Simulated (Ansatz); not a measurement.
Relative stability

Two relaxed structures of CH7Si2 (charge -1), closed shell (PBE0-D4/def2-TZVPD; forces vanish, vibrations not checked).

A:

```
10
angstrom
C -1.0283 0.7240 -0.9112
Si -0.1365 -0.6235 0.1036
Si 1.3337 0.3020 1.6878
H -1.7556 0.3105 -1.6167
H -0.2959 1.3081 -1.4773
H -1.5475 1.4133 -0.2387
H 0.3597 -1.5865 -0.9577
H -1.2598 -1.4188 0.7332
H 1.9432 -1.0578 2.0623
H 2.3871 0.6288 0.6146
```

B:

C1  (-1.102, 0.792, -0.930)
Si2  (-0.290, -0.490, -0.018)
Si3  (1.470, -0.010, 1.569)
H4  (1.025, 0.918, 2.669)
H5  (-0.532, 1.305, -1.706)
H6  (-1.769, 1.461, -0.385)
H7  (0.429, -1.504, -0.875)
H8  (-1.205, -1.296, 0.873)
H9  (2.137, -1.142, 2.324)
H10  (2.633, 0.717, 0.946)
(Å)

Program: Ansatz 0.2.0. Basis: def2-TZVPPD. Cores are frozen in the correlated methods. B3LYP uses VWN-RPA correlation.

**Question.** Which structure is lower at CCSD(T), and by how much? (Judge from chemistry; the value comes from the calculation.)

**Answer.** The calculation gives: A, by 1.048 eV (electronic energy, against the other). By their contacts, A is CH₇Si₂ ([CH3][SiH2][SiH2]), total charge -1 and B is CH₇Si₂ ([CH2][SiH2][SiH3]), total charge -1.

All methods give the same order:

| method | E(B) − E(A) (eV) |
| --- | --- |
| PBE-D4 | 1.040 |
| r2SCAN-D4 | 1.023 |
| PBE0-D4 | 1.094 |
| B3LYP-D4 | 1.006 |
| wB97M-V | 1.068 |
| HF | 1.036 |
| MP2 | 0.976 |
| CCSD | 1.064 |
| CCSD(T) | 1.048 |

The T1 diagnostic stays at or below 0.015.

Labels in which every atom is bracketed show which atoms are joined, not bond orders.

For scale, one of the runs: CCSD(T)/def2-TZVPPD, 252 basis functions, launched by `ansatz run in.yaml --threads 2 --pin off --events-out ev --progress --plain --max-ram 4352MiB`. The run took 11 min on 2 CPU threads of an Intel Xeon Platinum 8175M (shared host), with 2 GiB of host memory at its peak.
